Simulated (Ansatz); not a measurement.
Ansatz (an electronic-structure program) input (HF/def2-SVPD):

Ansatz 0.2 input:
```yaml
crystal:
  periodic: [false, false, false]
  atoms:
    - {symbol: F, position_ang: [0.03923562, 1.10057360, -0.27954166]}
    - {symbol: O, position_ang: [-0.01962367, 0.00815420, 0.59730772]}
    - {symbol: F, position_ang: [-0.02179237, -1.10782178, -0.25139853]}
basis:
  gaussian:
    orbitals: def2-SVPD
hamiltonian:
  xc: {name: HF}
output: {forces: true}
magnetization: {spin_polarized: false}
```

Output:

```
Functional definition: HF
integrals: 0.02 GiB planned
669 factors; integrals over basis functions are off by at most 7.1e-4 eV
mean field: 0.11 GiB planned
mean field evaluation 1: about -7432.7744 eV, gradient 3.4e1 eV
mean field evaluation 2: about -7432.7809 eV, gradient 3.4e1 eV
mean field evaluation 4: about -7434.9810 eV, gradient 3.7e0 eV
mean field evaluation 8: about -7435.0315 eV, gradient 4.8e-1 eV
mean field -7435.03293906 eV, -273.2324208641 hartree, gradient 1.6e-5 eV, S^2 0.000000; 0 other end points of the search recorded, 0 dependent functions left out
the calculation of the forces begins
reference -7435.03293906 eV, -273.2324208641 hartree; 13, 13 occupied and 56, 56 virtual orbitals, 669 factors
Total energy: -7435.03293906 eV, -273.2324208641 hartree
Atom 0 at     0.039236     1.100574    -0.279542 Å, force    -0.120392    -2.445667     1.620560 eV/Å
Atom 1 at    -0.019624     0.008154     0.597308 Å, force     0.104416    -0.043388    -3.178233 eV/Å
Atom 2 at    -0.021792    -1.107822    -0.251399 Å, force     0.015976     2.489055     1.557673 eV/Å
Dipole moment:    -0.002652     0.001102     0.080719 e Å
```
